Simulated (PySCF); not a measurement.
## Two-dimensional NMR puzzle

Compound of formula C6H12. Correlations simulated from computed shifts and couplings:

HSQC (one-bond C–H):
| δH | δC | ¹J(C,H) (Hz) |
| --- | --- | --- |
| 6.08 | 159.3 | 158 |
| 5.19 | 116.5 | 164 |
| 5.18 | 116.5 | 168 |
| 1.01 | 30.3 | 133 |

COSY cross peaks (|J| ≥ 2 Hz):
| δH | δH | abs. J (Hz) | bonds |
| --- | --- | --- | --- |
| 6.08 | 5.19 | 18.6 | 3 |
| 6.08 | 5.18 | 11.8 | 3 |

HMBC (two and three bonds, |J| ≥ 2.5 Hz):
| δH | δC [abs. J in Hz] |
| --- | --- |
| 6.08 | 34.7 [3.9], 30.3 [3.7] |
| 5.19 | 34.7 [5.4] |
| 5.18 | 34.7 [10.1] |
| 1.01 | 159.3 [4.5], 34.7 [3.1], 30.3 [5.1] |

Carbons without hydrogens: δ 34.7.

[PySCF: σ from GIAO-PBE0/pcSseg-1; coordinates at the PBE0-D3(BJ)/def2-SVP level; couplings computed with B3LYP/pcJ-1 (without the spin–dipole term); no solvent; relativity neglected; one conformer; fast rotation and ring inversion assumed for equivalent nuclei]

δ = σ(ref) − σ, references computed at the same level: ¹H (31.27 ppm), ¹³C (184.41 ppm) against TMS.

Exchangeable hydrogens are left out of these lists, and C,H couplings along chains are those of one rotamer, so weak HMBC peaks may be missing or extra.

Problem. Work out the connectivity.

Solution. `C=CC(C)(C)C`.

Atom-mapped SMILES (the numbers label the heavy atoms): `[CH2:1]=[CH:2][C:3]([CH3:4])([CH3:5])[CH3:6]`. Each H is labelled by its parent atom. Ha(C1) is cis to C3; Hb(C1) is trans to C3.

- δC 159.3 is C2, an alkene CH (δH 6.08).
- δC 116.5 is C1, a terminal =CH2 carbon (δH 5.18, 5.19).
- δC 34.7 is C3, an allylic quaternary sp3 carbon.
- δC 30.3 is C4/C5/C6, a methyl carbon (δH 1.01).
- HMBC from δH 6.08 reaches the proton-free carbon C3.
- HMBC from δH 5.19 reaches the proton-free carbon C3.
- HMBC from δH 5.18 reaches the proton-free carbon C3.
- HMBC from δH 1.01 reaches the proton-free carbon C3.
- COSY links 6.08–5.19, 6.08–5.18.

The data come from this structure; uniqueness wasn't tested.

Unscaled 3J(H,H) at this level run about 10 % above measured values. Shifts are as computed. Against solution values, carbons near 30 ppm lie about +2 ppm off and those near 130 ppm about +5 ppm. Of 1211 compounds with measured shifts, 218 miss one by over three times the rms of a fit or turn the order of signals round; such compounds aren't used in these exercises.
